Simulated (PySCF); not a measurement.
**Electronic absorption of C3H8OS**

Compound: C3H8OS.
InChI=1S/C3H8OS/c1-3-5(2)4/h3H2,1-2H3/t5-/m1/s1

Method used: TDDFT wB97X-D/def2-SVPD, vertical, gas phase, core orbitals frozen in the response in PySCF. The structure is a single PBE0-D3(BJ)/def2-SVP conformer in the gas phase; no vibrational or solvent corrections. Torsions of this conformer, `[CH3:1][CH2:2][S@@:3]([CH3:4])=[O:5]`: C1–C2–S3–C4 -170°.

Problem. List the vertical singlet excitations with oscillator strengths and describe the spectrum.

Solution. 

| state | E (eV) | λ (nm) | f | main configurations (H = HOMO, L = LUMO) |
| --- | --- | --- | --- | --- |
| S1 | 6.01 | 206.2 | 0.011 | H→L+2 (42%), H→L+3 (20%), H→L+5 (13%) |
| S2 | 6.16 | 201.3 | 0.059 | H→L+1 (52%), H→L+2 (12%), H→L (11%) |
| S3 | 6.63 | 187.0 | 0.016 | H→L (69%), H→L+1 (12%) |
| S4 | 7.03 | 176.3 | 0.0035 | H-1→L+2 (47%), H-1→L+3 (22%), H-1→L+5 (17%) |
| S5 | 7.13 | 173.9 | 0.103 | H→L+3 (64%), H→L+2 (24%) |
| S6 | 7.43 | 167.0 | 0.013 | H-1→L+1 (38%), H→L+6 (12%) |
| S7 | 7.60 | 163.1 | 0.012 | H→L+5 (52%), H→L+2 (11%), H→L+4 (9%) |
| S8 | 7.71 | 160.8 | 0.032 | H→L+6 (42%), H-1→L (13%), H→L+5 (12%) |
| S9 | 7.82 | 158.6 | 0.048 | H-1→L+1 (25%), H→L+6 (22%), H-1→L (16%) |
| S10 | 7.84 | 158.2 | 0.0051 | H-1→L (43%), H→L+4 (27%) |

Triplets, Tamm–Dancoff:

```tsv
state	E (eV)	λ (nm)	main configurations (H = HOMO, L = LUMO)
T1	5.35	231.6	H→L+2 (38%), H→L+5 (20%), H→L+3 (18%)
T2	5.45	227.4	H→L+1 (49%), H→L+4 (15%)
T3	6.52	190.1	H→L (62%)
T4	6.60	187.8	H-1→L+1 (41%), H-1→L+4 (14%), H-1→L (9%)
```

The lowest singlet lies at 6.01 eV (206 nm, ultraviolet) and is weak; its leading configuration is HOMO→LUMO+2 (42%). The most intense listed level is S5 at 7.13 eV (174 nm, f = 0.103), 1.12 eV above S1. Löwdin shares by element: HOMO oxygen 53%, sulfur 30%, carbon 13% or more; LUMO sulfur 43%, hydrogen 19% or more, carbon 12% or more (atoms not listed hold the other 26%). Of the 10 states listed, 8 reach f = 0.01 and none stays under 0.0005. The listed states span 1.82 eV, and the widest gap between neighbours is 0.47 eV (S2 to S3). Weighted by f, the mean energy of these states is 7.08 eV. All these states lie below the vertical ionisation energy of 8.81 eV (ΔSCF). The window holds the lowest 10 singlets.
